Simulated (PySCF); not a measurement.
Level of theory: PBE-D3(BJ)/def2-TZVP // r2SCAN-D4/def2-TZVP run with PySCF. Isolated molecules, 0 K electronic values unless said otherwise. Excitations are Tamm–Dancoff values on a coarser integration grid. The basis has no diffuse functions, so Rydberg states are missing or too high.

Reference species (SMILES): `[Cl][Al]([Cl])[Cl]` (neutral, multiplicity 1).

```json
{
 "S1–T1 gap (TDA)": "0.24 eV",
 "S1 excitation (TDA)": "5.94 eV",
 "HOMO–LUMO gap": "5.82 eV",
 "T1 excitation (TDA)": "5.70 eV"
}
```

Changed species: `[NH2][Al]([NH2])[NH2]` (whole molecule; the reference has whole molecule).

Problem. Give the shifts of the S1–T1 gap (TDA), S1 excitation (TDA), HOMO–LUMO gap and T1 excitation (TDA).

Solution. the S1–T1 gap (TDA) stays essentially unchanged; the S1 excitation (TDA) drops by 1.10 eV, to 4.84 eV; the HOMO–LUMO gap drops by 1.07 eV, to 4.75 eV; the T1 excitation (TDA) decreases by 1.09 eV, to 4.61 eV.
